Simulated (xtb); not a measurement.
Species: C₂H₇N, SMILES `CNC` (charge 0, multiplicity 1).

Problem. Give a relaxed geometry from GFN2-xTB run with xtb 6.7.1.

Solution. the end point of this relaxation (outside a Z-matrix the atoms follow the SMILES, hydrogens last).
Bonds (Å): C1–N2 1.448, C1–H4 1.089, C1–H5 1.090, C1–H6 1.102, N2–C3 1.448, N2–H7 1.016, C3–H8 1.089, C3–H9 1.102, C3–H10 1.090. Angles (°): N2–C1–H4 109.1, N2–C1–H5 108.5, N2–C1–H6 113.6, H4–C1–H5 108.6, H4–C1–H6 108.8, H5–C1–H6 108.2, C1–N2–C3 112.6, C1–N2–H7 109.5, C3–N2–H7 109.5, N2–C3–H8 109.1, N2–C3–H9 113.6, N2–C3–H10 108.5, H8–C3–H9 108.8, H8–C3–H10 108.6, H9–C3–H10 108.2.
